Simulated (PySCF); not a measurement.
All values below come from PySCF with r2SCAN-D4/def2-TZVP. All species are isolated molecules in the gas phase. Delta-SCF ions had no search for a lower state. Excitations are Tamm–Dancoff values on a coarser integration grid. The basis has no diffuse functions, so Rydberg states are missing or too high.

Reference species (SMILES): `C=O` (neutral, multiplicity 1).

```json
{
  "T1 excitation (TDA)": "3.55 eV",
  "vertical ionisation energy (Delta-SCF)": "10.66 eV",
  "HOMO–LUMO gap": "4.25 eV",
  "HOMO": "-6.51 eV"
}
```

Changed species: `[S]=[GeH2]`.

Question: Predict the effect on the T1 excitation (TDA), vertical ionisation energy (Delta-SCF), HOMO–LUMO gap and HOMO.

Answer: the T1 excitation (TDA) falls by 1.18 eV, to 2.37 eV; the vertical ionisation energy (Delta-SCF) falls by 1.51 eV, to 9.15 eV; the HOMO–LUMO gap decreases by 1.57 eV, to 2.68 eV; the HOMO increases by 0.45 eV, to -6.06 eV.
